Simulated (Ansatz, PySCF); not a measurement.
Species: CH2F, net charge 0, doublet state. It need not be the lowest isomer of its formula. SMILES: [CH2]F
Geometry: optimised at B3LYP-D3(BJ)/def2-TZVP (Ansatz, a program for electronic structure).

Quantity: atomisation energy (electronic, to ground-state atoms), in eV. Correlated levels leave the core frozen unless marked. Open shells are spin-unrestricted. Spin-orbit coupling is left out. No relativistic terms. The coupled-cluster limit lacks core correlation, which all-electron functionals hold. CBS marks a two-point X^-3 extrapolation of the correlation energy; Hartree-Fock from the larger set.

```
level                                program  atomisation energy (eV)
----------------------------  --------------  -----------------------
PBE-D3(BJ)/def2-TZVPD         Ansatz + dftd3                        ?
revPBE-D3(BJ)/def2-TZVPD      Ansatz + dftd3                    13.68
BP86/def2-TZVPD                        PySCF                    14.23
TPSS-D3(BJ)/def2-TZVPD         PySCF + dftd3                    13.96
r2SCAN-D4/def2-TZVPD          Ansatz + dftd4                        ?
B3LYP/def2-TZVPD                      Ansatz                    13.67
PBE0/6-31G*                           Ansatz                    13.67
BHLYP-D3(BJ)/def2-TZVPD       Ansatz + dftd3                    13.17
TPSSh-D4/def2-TZVPD            PySCF + dftd4                    13.83
PW6B95-D3(BJ)/def2-TZVPD       PySCF + dftd3                    13.68
M06-2X/def2-TZVPD                      PySCF                    13.63
LC-wPBE-D4/def2-TZVPD         Ansatz + dftd4                    13.79
LC-wPBE/def2-TZVPD                    Ansatz                    13.76
CCSD/6-31G                            Ansatz                    11.18
CCSD/6-31G*                           Ansatz                    12.26
CCSD(T)/CBS(cc-pVTZ,cc-pVQZ)          Ansatz                        ?
```

### Question
Fill in the missing entries.

### Answer

- PBE-D3(BJ)/def2-TZVPD, atomisation energy (eV): 14.11
- r2SCAN-D4/def2-TZVPD, atomisation energy (eV): 13.81
- CCSD(T)/CBS(cc-pVTZ,cc-pVQZ), atomisation energy (eV): 13.58
